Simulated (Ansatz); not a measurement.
Geometry optimisation, Ansatz 0.2.0, RKS PBE/STO-3G.

Input file:

```yaml
crystal:
  periodic: [false, false, false]
  atoms:
    - { symbol: F, position_ang: [-0.0666, -1.7629, 0.4499] }
    - { symbol: C, position_ang: [0.078, -0.4016, 0.6098] }
    - { symbol: C, position_ang: [0.5328, 0.3077, -0.4305] }
    - { symbol: "N", position_ang: [-0.6044, 0.5966, 0.0388] }
    - { symbol: H, position_ang: [0.782, -0.2275, -1.357] }
    - { symbol: H, position_ang: [-0.6798, 1.4236, 0.6429] }
basis:
  gaussian: { orbitals: STO-3G }
hamiltonian:
  xc: pbe
relax:
  f_tol: 0.02
  max_steps: 50
```

Launched with:

```bash
$ ansatz run input.yaml --threads 1 --pin off --max-ram 2048MiB --backend cpu --events-out ev --progress --plain --runs-dir out
```

**Question.** Where does it end, and by what steps?

**Answer.** The forces met the threshold. Limits of this set-up: minimal basis. After 11 steps the energy has fallen by 4.138 eV; H5 moved furthest, 0.65 Å. The start is strongly strained (largest force component 18 eV/Å).

| step | energy less start (eV) | largest force component (eV/Å) | accepted |
| --- | --- | --- | --- |
| 0 | 0.0000 | 17.768 | yes |
| 1 | -2.5350 | 5.997 | yes |
| 2 | -3.2939 | 2.168 | yes |
| 3 | -3.8718 | 1.454 | yes |
| 4 | -3.7887 | 2.501 | no |
| 5 | -4.0587 | 0.859 | yes |
| 6 | -4.1017 | 0.757 | yes |
| 7 | -4.0929 | 0.585 | no |
| 8 | -4.1366 | 0.170 | yes |
| 9 | -4.1352 | 0.356 | no |
| 10 | -4.1379 | 0.027 | yes |
| 11 | -4.1380 | 0.007 | yes |

```xyz
6
Properties=species:S:1:pos:R:3
F -0.119 -1.748 1.076
C -0.074 -0.666 0.281
C 0.452 0.061 -0.679
N -0.890 0.652 0.003
H 1.152 0.295 -1.489
H -0.478 1.342 0.763
```

Whether the end is a true minimum wasn't checked by a vibrational analysis.

Time of the run: 14 s on 1 thread of Arm Neoverse V2 (shared host), peak memory 0.11 GiB.
